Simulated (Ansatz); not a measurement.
```yaml
crystal:
  periodic: [false, false, false]
  atoms:
    - {symbol: Al, position_ang: [-1.723701, -0.099312, -0.002937]}
    - {symbol: Se, position_ang: [0.621628, 0.018100, 0.001023]}
    - {symbol: H, position_ang: [-2.555394, 1.240592, -0.001472]}
basis:
  gaussian: {orbitals: def2-TZVP}
magnetization: {spin_polarized: true, initial_magnetization: 2}
hamiltonian: {xc: pbe0}
relax: {f_tol: 0.004, max_steps: 80}
```

```sh
$ ansatz run in.yaml --threads 1 --pin off --events-out ev --progress --plain --max-ram 2176MiB
```

Steps of the relaxation (energy above the last step; positions in Å, forces in eV/Å):

```
3
step 1, 20.1 meV
Al   -1.724   -0.099   -0.003    0.047   -0.493   -0.001
Se    0.622    0.018    0.001    0.014    0.104    0.000
H    -2.555    1.241   -0.001   -0.060    0.389    0.001
```

```
3
step 2, 0.3 meV
Al   -1.754   -0.162   -0.003    0.086   -0.030    0.000
Se    0.589    0.059    0.001   -0.067   -0.006    0.000
H    -2.493    1.262   -0.001   -0.018    0.036    0.000
```

```
3
step 3, 0.0 meV
Al   -1.751   -0.163   -0.003    0.011    0.000    0.000
Se    0.585    0.060    0.001   -0.012   -0.001    0.000
H    -2.492    1.263   -0.001    0.001    0.000    0.000
```

```
3
step 4, 0.0 meV
Al   -1.751   -0.164   -0.003    0.000    0.000    0.000
Se    0.584    0.060    0.001    0.000    0.000    0.000
H    -2.491    1.263   -0.001    0.000    0.000    0.000
```

Close pairs at the end: Al1–H3 1.607 Å, Al1–Se2 2.346 Å.

A stationary point of unrestricted PBE0 after 4 steps, with ⟨S²⟩ = 2.006 against 2.00 for a pure state; no frequencies were run, so it isn't proven a minimum. 38 s on 1 thread of Intel Xeon Platinum 8259CL, shared host.
